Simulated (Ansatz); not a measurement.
Basis-set extrapolation for C2H5NO2, SMILES `COC(=N)O` (PBE0-D4/def2-TZVP geometry, frozen core, Ansatz 0.2.0). Multiplicity 1, RHF reference.

```json
{"": "HF", "def2-TZVPP": "-282.935908", "def2-QZVPP": "-282.949003"}
{"": "MP2 correlation", "def2-TZVPP": "-1.003544", "def2-QZVPP": "-1.077759"}
{"": "CCSD(T) correlation", "def2-TZVPP": "-1.066138", "def2-QZVPP": "not run"}
```

Energies in hartree. Use E(X) = E(∞) + A·exp(−7.88·√X) for Hartree–Fock and E(X) = E(∞) + B·X^(−2.97) for correlation, with X = 3 and 4, and add CCSD(T) minus MP2 of the smaller set to the MP2 limit.

Problem. What is the CCSD(T) energy at the basis-set limit?

Solution. HF limit: -282.949003 + (-0.013095) × 0.13774 = -282.95081. MP2 limit: -1.077759 + (-0.074215) × 0.74074 = -1.13273. Higher-order term: -1.066138 − (-1.003544) = -0.06259. Total: -284.14613 hartree, 378.3 kJ/mol below CCSD(T)/def2-TZVPP.
